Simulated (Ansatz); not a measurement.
# BSiH (singlet): wave-function methods side by side at distance B2–H3 = 1.663 Å, 6-31G

The task here is to estimate one member of a computed series from the others.

Computed with Ansatz 0.2.0, Gaussian basis. Level: 6-31G, core rule «outside noble gas», up to 6 orbitals frozen.

The runs, in order: UHF; CCSD(T) on RHF; CCSD(T) on UHF; BCCD(T) on RHF; CISD; CCSDT(Q) on RHF; CCSDT(Q) on UHF; CISDTQ; CCSDTQ on RHF; CCSDTQ on UHF; CASSCF and MRCISD+Q, 2 electrons in 2 orbitals; CASSCF and NEVPT2, 2 electrons in 2 orbitals; CASSCF and MRCISD+Q, 8 electrons in 9 orbitals; CASSCF and MRCISD+Q(relaxed), 8 electrons in 9 orbitals; CASSCF and NEVPT2, 8 electrons in 9 orbitals; Full CI.

20 further runs of the same task are left out: 2 for a known fault of the program, 16 that didn't finish, 2 set aside as unsound or not needed.

## What is computed

The geometry derives from a PBE0/def2-TZVP stationary point (not a proven minimum). One bond is set to the value named and the two fragments are kept rigid.

3 atoms, charge 0, spin multiplicity 1.

Atoms are counted from 1 here; the program's logs count them from 0.

Bond lengths: Si1–B2 1.895 Å.

Set-up of the first run:

in.yaml

```yaml
crystal:
  periodic: [false, false, false]
  atoms:
    - {symbol: Si, position_ang: [0.000000, 0.000000, 1.817765]}
    - {symbol: B, position_ang: [0.000000, 0.000000, -0.077383]}
    - {symbol: H, position_ang: [0.000000, 0.000000, -1.740383]}
basis:
  gaussian: {orbitals: 6-31G}
magnetization: {spin_polarized: true, initial_magnetization: 0}
hamiltonian: {xc: hf}
output: {orbitals: {seedname: orbitals}}
```

The run is started by

```console
ansatz run in.yaml --threads 1 --pin off --events-out ev --progress --plain --max-ram 2393MiB
```

Steps of the session up to this table: UHF; CCSD(T) on RHF; CCSD(T) on UHF; BCCD(T) on RHF; CISD; CCSDT(Q) on RHF; CCSDT(Q) on UHF; CISDTQ; CCSDTQ on RHF; CCSDTQ on UHF; CASSCF and MRCISD+Q, 2 electrons in 2 orbitals; CASSCF and NEVPT2, 2 electrons in 2 orbitals; CASSCF and MRCISD+Q, 8 electrons in 9 orbitals; CASSCF and MRCISD+Q(relaxed), 8 electrons in 9 orbitals; CASSCF and NEVPT2, 8 electrons in 9 orbitals; Full CI.

One of the session's tables, all rows but one given; the rest of the session is left out.

```
                   method  from FCI (kJ/mol)
                      RHF             +354.6
                     RMP2             +107.6
                     CISD              +48.1
                    RCCSD              +22.0
                 RCCSD(T)                  ?
                  BCCD(T)              +11.0
                   RCCSDT               +5.5
                   CISDTQ               +6.2
                RCCSDT(Q)               +1.8
                  RCCSDTQ               +0.3
           CASSCF valence              +71.9
           NEVPT2 valence              +20.4
           MRCISD valence               +1.8
         MRCISD+Q valence               +0.3
MRCISD+Q(relaxed) valence               -0.3
                      FCI                  0
```

Estimate the missing values for RCCSD(T).

As computed: from FCI (kJ/mol): +10.9. In the column «from FCI (kJ/mol)» it lies between CISDTQ (+6.2) and BCCD(T) (+11.0).

Among the levels timed on like hardware and quicker than the yardstick, those that no quicker one beats, quickest first: RCCSD(T) (0.24 s, +10.9 kJ/mol); RCCSDT(Q) (0.72 s, +1.8 kJ/mol); MRCISD+Q valence (6 s, +0.3 kJ/mol).

Not comparable, so not listed: CASSCF and MRCISD+Q, 2 electrons in 2 orbitals (they don't share determinant, frozen orbitals or solution with the rows shown, or repeat one).

Limits of these values: The yardstick is full CI for this spin, exact in this basis with these frozen cores. Left out of the table: CASSCF pair, NEVPT2 pair (the active space lost an orbital or holds another state than full CI finds). Left out of the table: UHF, UMP2, UCCSD, UCCSD(T), UCCSDT, UCCSDT(Q), UCCSDTQ (another determinant or state than the rows shown). The program flags RCCSDT(Q), RCCSDTQ as in doubt, so those rows may rest on another solution; read them beside their warnings. MRCISD+Q(relaxed) valence falls below full CI: the +Q correction isn't variational, and the cores differ from full CI's. With 2.1 effectively unpaired electrons against 0 the state is strongly multireference. Of the multireference levels listed MRCISD+Q valence comes nearest in total energy (+0.3 kJ/mol), which doesn't show that its space is the better one. Warnings in the runs' records: large difference, other roots, passed over end.
